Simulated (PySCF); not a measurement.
## Shapes and spin states of CS₂

Level of theory: PBE0/[C def2-TZVP, S def2-TZVP], no relativity, density fitting, PySCF.

Relaxations began from a few typed shapes and spin states; open shells are unrestricted. The search is not exhaustive: other isomers or separated fragments can lie lower, and high-lying points may rest on an excited occupation.

Problem. Order these stationary points by electronic energy, lowest first, in kJ/mol from the lowest minimum.
A. singlet D∞h: C–S 1.548 Å (×2); S–C–S 180.0°
B. triplet Cs: C–S 1.631 Å, S–S 2.059 Å; C–S–S 108.3°

Solution. A (0.0), B (473.2).

Problem. Which of them are minima?

Solution. By energy in kJ/mol, 0.0: minimum; 473.2: minimum.

Counting electrons, carbon keeps none of its valence electrons outside its bonds, so the VSEPR class is AX2 and the expected shape is linear (D∞h), as computed.
